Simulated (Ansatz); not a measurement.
**ClHSi: molecular dynamics**

All numbers below are computed with Ansatz 0.2.0 (RHF/def2-TZVP).

### 1 Starting point

Bond lengths: Si1–Cl2 1.998 Å, Si1–H3 1.468 Å. Angles: Cl2–Si1–H3 111.6°.

As a file:

```xyz
3

Si   -0.4476    0.4308   -0.2066
Cl    1.3000    0.4345    0.7614
H    -0.8634   -0.9301   -0.5681
```

### 2 Relaxing the start

File input.yaml:

```yaml
crystal:
  periodic: [false, false, false]
  atoms:
    - { symbol: Si, position_ang: [-0.4476, 0.4308, -0.2066] }
    - { symbol: Cl, position_ang: [1.3, 0.4345, 0.7614] }
    - { symbol: H, position_ang: [-0.8634, -0.9301, -0.5681] }
basis:
  gaussian: { orbitals: def2-TZVP }
hamiltonian:
  xc: hf
relax:
  f_tol: 0.02
  max_steps: 40
scf:
  lower_state_search: "off"
```

Started as:

```
$ ansatz run input.yaml --threads 1 --pin off --max-ram 2048MiB --backend cpu --events-out ev --progress --plain --runs-dir out
```

**Question.** How long does this run take on 1 thread of Arm Neoverse V1, shared host, and how much memory does it need?

About 4 s, with a peak of 0.12 GiB.
